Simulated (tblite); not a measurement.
A tight-binding relaxation on `CC1=CCCP1`.

Computed with GFN2-xTB geometry optimisation, gas phase (tblite 0.8.0). Start geometry: from a force field or distance geometry. The command runs a driver script over a list of jobs; the input below is this job's line of settings and its coordinates in Å.

Command:
```bash
OMP_NUM_THREADS=1 python probes_run.py task.json out
```

Input:
```
{"job": {"kind": "relax", "xc": "GFN2-xTB", "basis": "xTB"}, "charge": 0, "multiplicity": 1}
C      2.315200     0.021200    -0.162000
C      0.825400     0.017700    -0.058900
C      0.034900    -1.035200    -0.088400
C     -1.379500    -0.703400     0.039400
C     -1.745000     0.675500    -0.258600
P     -0.153900     1.566000     0.178200
H      2.731700    -0.852500    -0.693800
H      2.609300     0.943400    -0.742500
H      2.748800     0.101900     0.842400
H      0.416000    -2.056700    -0.219700
H     -1.699000    -0.918200     1.101100
H     -1.962000    -1.430700    -0.602300
H     -1.913000     0.834900    -1.318100
H     -2.576600     1.093600     0.324900
H     -0.257000     1.750400     1.636500
```

Output:
```
step      E/eV     max force
  0    -483.44151    4.658
  1    -483.74722    1.078
  2    -483.81861    0.836
  3    -483.89019    0.595
  4    -483.92138    0.499
  5    -483.94468    0.487
  6    -483.95966    0.284
  7    -483.96936    0.240
  8    -483.97430    0.176
  9    -483.97704    0.110
... (44 lines left out)
 54    -483.99817    0.015
 55    -483.99821    0.013
 56    -483.99824    0.012
 57    -483.99828    0.013
 58    -483.99832    0.013
 59    -483.99836    0.013
 60    -483.99839    0.013
 61    -483.99841    0.011
 62    -483.99844    0.011
 63    -483.99846    0.010
```

«max force» is the largest atomic force in eV/Å.

Q: From which step on does the largest force stay under 0.1 eV/Å, and how much energy is left to gain from there?

A: From step 41 (0.074 eV/Å), 4.5 meV above the end.

In short: energy lowered by 12.8 kcal/mol over 63 steps; largest atomic force 0.010 eV/Å at the end.

Q: Where do the atoms end?

A: 0.202 Å rms from the input after alignment:
```
atom  x, y, z in Å
C1     2.3094    0.0760   -0.1509
C2     0.8213    0.0617   -0.0559
C3     0.0309   -1.0026   -0.1352
C4    -1.4398   -0.7758    0.0289
C5    -1.6917    0.7179   -0.1999
P6    -0.1123    1.6304    0.1885
H7     2.6998   -0.9297   -0.2959
H8     2.6267    0.7052   -0.9820
H9     2.7393    0.4947    0.7593
H10    0.3996   -2.0078   -0.2777
H11   -1.7314   -1.0639    1.0450
H12   -2.0210   -1.3869   -0.6646
H13   -1.9146    0.9057   -1.2552
H14   -2.5240    1.1088    0.3866
H15   -0.1966    1.4744    1.5873
```

The run took 0.33 s on Arm Neoverse V1, one thread (shared host).
Labels such as C1 count atoms from 1, the log's own numbers from 0.
